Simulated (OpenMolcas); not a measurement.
# C4H10S2 (diethyl disulfide) at FNO-MP2/ANO-XS-VDZP (DKH2, RICD fitting, virtual fraction 0.6)

What is the energy change on altering one bond length of C4H10S2 (diethyl disulfide) at FNO-MP2/ANO-XS-VDZP (DKH2, RICD fitting, virtual fraction 0.6)? 

The calculation is run with OpenMolcas 26.06.

**1. The structure to begin with**

C4H10S2 has 16 atoms, charge 0, and is taken as a singlet. SMILES: `CCSSCC`. The coordinates come from a GFN2-xTB relaxation. This is one conformer, not always the lowest.

Bond lengths: C1–C2 1.513 Å, C2–S3 1.837 Å, S3–S4 2.025 Å, S4–C5 1.837 Å, C5–C6 1.513 Å, C1–H7 1.088 Å, C1–H8 1.088 Å, C1–H9 1.087 Å, C2–H10 1.090 Å, C2–H11 1.089 Å, C5–H12 1.090 Å, C5–H13 1.088 Å, C6–H14 1.087 Å, C6–H15 1.088 Å, C6–H16 1.088 Å. Some angles: C1–C2–S3 111.8°, C2–S3–S4 102.5°, S3–S4–C5 102.5°, S4–C5–C6 111.8°, C1–C2–H10 111.7°, C1–C2–H11 111.8°, S3–C2–H10 107.7°, S3–C2–H11 104.2°, C2–C1–H7 110.1°, C2–C1–H8 110.3°.

**2. The energy at FNO-MP2/ANO-XS-VDZP (DKH2, RICD fitting, virtual fraction 0.6)**

The input, job.input:

```
&GATEWAY
 Coord
 16
 bohr
 C     -2.07444685     4.57561276    -1.90265185
 C     -2.88952353     1.98802968    -0.99949504
 S     -0.96245641    -0.53373425    -2.40456311
 S      2.48481978     0.10508767    -0.86917953
 C      2.40860712    -1.85705276     1.99252723
 C      2.34329819    -4.64674205     1.36676332
 H     -3.25856814     6.02643110    -1.05318216
 H     -0.11786222     4.93057892    -1.37883867
 H     -2.23533814     4.70122286    -3.94741111
 H     -2.75023181     1.81581894     1.04811770
 H     -4.81001439     1.54186534    -1.58754002
 H      0.76715322    -1.28544840     3.09803591
 H      4.12253203    -1.33896545     3.00481572
 H      3.99601486    -5.17278512     0.26488291
 H      2.31576488    -5.75869470     3.09663751
 H      0.66023251    -5.09126233     0.27108121
 Basis=ANO-XS-VDZP
 Group=NoSym
 RICD

&SEWARD
 Relativistic=R02E00

&SCF
 PrOrbitals=1 1

&MBPT2
 FNOMP2=0.6
 DoMP2
 Frozen=14
```

Launch:

```
export MOLCAS_MEM=1860
pymolcas job.input > job.log
```

What it wrote (excerpt; [...] marks lines left out):

```text
--- Start Module: gateway ---
[...]
--- Stop Module: gateway /rc=_RC_ALL_IS_WELL_ ---
[...]
      Basis functions          142
[...]
--- Start Module: scf ---
[...]
       Convergence after  11 Iterations
[...]
::    Total SCF energy                               -954.5429912190
[...]
      Total spin, S                                     0.0000000000
[...]
      Total electronic charge=   66.000000
      Total            charge=   -0.000000
[...]
      Dipole Moment (debye):
      Origin of the operator (angstrom)=    0.1943   -0.0547   -0.4178
                   X= -9.0615E-01               Y=  2.5386E-01               Z=  1.9332E+00           Total=  2.1501E+00
      Quadrupole Moment (debye*angstrom):
[...]
--- Stop Module: scf /rc=_RC_ALL_IS_WELL_ ---
[...]
--- Start Module: mbpt2 ---
[...]
WARNING!
Default frozen orbitals as non valence orbitals is overwritten by user input.
Default values:  14
[...]
       Reference weight ( Cref**2 )         =        0.77037
::    Total MBPT2 energy                             -955.3167221118
[...]
--- Stop Module: mbpt2 /rc=_RC_ALL_IS_WELL_ ---
[...]
```

Wall time 11 s (1 thread of Arm Neoverse V1, shared host); peak memory 0.082 GiB.

**3. The distorted shape at the same level**

The input, job.inp:

```
* C4H10S2 FNO-MP2
>>> EXPORT MOLCAS_PRINT=2
&GATEWAY
Coord
16
bohr
C     -2.05812151     5.27294627    -1.74623166
C     -2.87319818     2.68536318    -0.84307485
S     -0.94613107     0.16359926    -2.24814292
S      2.50114512     0.80242118    -0.71275934
C      2.42493247    -1.15971925     2.14894742
C      2.34329819    -4.64674205     1.36676332
H     -3.24224280     6.72376460    -0.89676197
H     -0.10153687     5.62791242    -1.22241848
H     -2.21901279     5.39855636    -3.79099092
H     -2.73390647     2.51315244     1.20453789
H     -4.79368905     2.23919885    -1.43111983
H      0.78347856    -0.58811490     3.25445610
H      4.13885737    -0.64163194     3.16123591
H      3.99601486    -5.17278512     0.26488291
H      2.31576488    -5.75869470     3.09663751
H      0.66023251    -5.09126233     0.27108121
Basis
ANO-XS-VDZP
Group
NoSym
RICD
&SEWARD
Relativistic
R02E00
&SCF
PrOrbitals
1 1
&MBPT2
FNOMP2
0.6
DoMP2
Frozen
14
```

Launch:

```
export MOLCAS_MEM=1860
pymolcas job.inp > job.log
```

What it wrote (excerpt; [...] marks lines left out):

```text
--- Start Module: gateway ---
[...]
--- Stop Module: gateway /rc=_RC_ALL_IS_WELL_ ---
[...]
      Basis functions          142
[...]
--- Start Module: scf ---
[...]
       Convergence after  12 Iterations
[...]
::    Total SCF energy                               -954.4996839439
[...]
      Total spin, S                                     0.0000000000
[...]
      Total electronic charge=   66.000000
      Total            charge=   -0.000000
[...]
      Dipole Moment (debye):
      Origin of the operator (angstrom)=    0.2019    0.2689   -0.3452
                   X= -9.2497E-01               Y=  1.6957E-01               Z=  1.7951E+00           Total=  2.0265E+00
      Quadrupole Moment (debye*angstrom):
[...]
--- Stop Module: scf /rc=_RC_ALL_IS_WELL_ ---
[...]
--- Start Module: mbpt2 ---
[...]
WARNING!
Default frozen orbitals as non valence orbitals is overwritten by user input.
Default values:  14
[...]
       Reference weight ( Cref**2 )         =        0.76568
::    Total MBPT2 energy                             -955.2781979348
[...]
--- Stop Module: mbpt2 /rc=_RC_ALL_IS_WELL_ ---
[...]
```

Run time: 12 s. Hardware: 1 thread of Arm Neoverse V1, shared host; peak memory 0.082 GiB.

**4. Results**

Level: FNO-MP2/ANO-XS-VDZP (DKH2, RICD fitting, virtual fraction 0.6), 14 core orbitals frozen.

| quantity | value |
| --- | --- |
| first shape: total energy | -955.31672 Eh |
| first shape: dipole moment (mean-field density) | 2.15 D |
| first shape: HOMO energy (Hartree–Fock orbitals) | -9.32 eV |
| first shape: LUMO energy (Hartree–Fock orbitals) | 4.42 eV |
| first shape: HOMO–LUMO gap (Hartree–Fock orbitals) | 13.74 eV |
| first shape: correlation energy (14 core orbitals frozen) | -773.7 mEh |
| distorted shape: total energy | -955.27820 Eh |
| distorted shape: dipole moment (mean-field density) | 2.03 D |
| distorted shape: HOMO energy (Hartree–Fock orbitals) | -9.14 eV |
| distorted shape: LUMO energy (Hartree–Fock orbitals) | 4.38 eV |
| distorted shape: HOMO–LUMO gap (Hartree–Fock orbitals) | 13.53 eV |
| distorted shape: correlation energy (14 core orbitals frozen) | -778.5 mEh |
| energy change with the C5–C6 bond stretched from 1.513 to 1.892 Å | 1.048 eV |

In words: With the C5–C6 bond stretched from 1.513 to 1.892 Å the energy rises by 1.05 eV (101 kJ/mol). The first shape isn't relaxed at this level, so the change isn't measured from a minimum. Mulliken charges (first shape) of the mean-field density run from -0.44 on C1 to +0.19 on H11; they depend strongly on the basis. Mulliken charges (distorted shape) of the mean-field density run from -0.48 on C6 to +0.20 on H13.
